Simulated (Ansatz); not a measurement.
A calculation with Ansatz (development build ahead of 0.2.0).

```yaml
crystal:
  periodic: [false, false, false]
  atoms:
    - { symbol: O, position_ang: [-0.00196, 0.00691, -0.58483] }
    - { symbol: C, position_ang: [-0.00859, 1.16097, 0.18298] }
    - { symbol: C, position_ang: [-0.00209, -1.16987, 0.1922] }
    - { symbol: H, position_ang: [0.00501, 2.02179, -0.4876] }
    - { symbol: H, position_ang: [-0.90376, 1.22776, 0.84056] }
    - { symbol: H, position_ang: [0.89151, 1.23458, 0.83046] }
    - { symbol: H, position_ang: [0.00492, -2.02951, -0.49939] }
    - { symbol: H, position_ang: [0.90014, -1.23777, 0.84678] }
    - { symbol: H, position_ang: [-0.89678, -1.2324, 0.82972] }
basis:
  gaussian: { orbitals: def2-TZVP }
hamiltonian:
  xc: hf
correlation:
  method: mp2
  frozen_orbitals: { C: 1, H: 0, O: 1 }
```

The input is written out in the form of the current development build from the run's settings.

Output:

```
Converged                       : yes
Reference energy                : -154.12895 hartree
Correlation energy              : -0.58017 hartree
Total energy                    : -154.70912 hartree
Spin squared of the determinant : 0.000
```
